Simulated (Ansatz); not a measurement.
Compare A (`C=CC=C`) with its isomer B (`CC#CC`).

Computed with Ansatz on PBE0-D4/def2-TZVP structures; ΔE is electronic, products minus reactants. CBS: MP2 limit from def2 TZ/QZ plus the TZ coupled-cluster correction, frozen cores. DFT in def2-TZVPP. B3LYP here is the variant with VWN-RPA as its local correlation; programs differ in this. One conformer a species, not always the lowest.

(1) Which is lower in electronic energy at CCSD(T)/CBS, and by how much? (Estimate.)

(2) Give E(B) − E(A) in kcal/mol with B3LYP-D4, B3LYP, PBE0-D4, CCSD/def2-TZVPP, CCSD(T)/def2-SVP, B2PLYP, HF/def2-TZVPP. (Estimate.)

(3) Does the order hold for the free energy at 298.15 K (harmonic terms from PBE0-D4)? (Estimate.)

Largest T1 diagnostic: 0.011.

Answers

(1) Computed: A, by 8.8 kcal/mol.

(2) Ansatz gave: B3LYP-D4 9.8, B3LYP 9.0, PBE0-D4 8.5, CCSD/def2-TZVPP 8.1, CCSD(T)/def2-SVP 8.7, B2PLYP 7.7, HF/def2-TZVPP 8.1. None reverses the order clearly.

(3) Ansatz gave: Yes: G(B) − G(A) = +7.5 kcal/mol, for one conformer each. Modes under 60 cm⁻¹, often nearly free rotors, make the harmonic entropy too high.

From BLYP to BHLYP (50 % exact exchange), in def2-TZVPP and without D4, E(B) − E(A) moves by −0.9 kcal/mol. The D4 term adds +0.8 kcal/mol with B3LYP and +0.4 kcal/mol with PBE0; it sums over pairs of atoms, weighted by their polarisabilities, and B3LYP, whose exchange is more repulsive, gets the larger term.
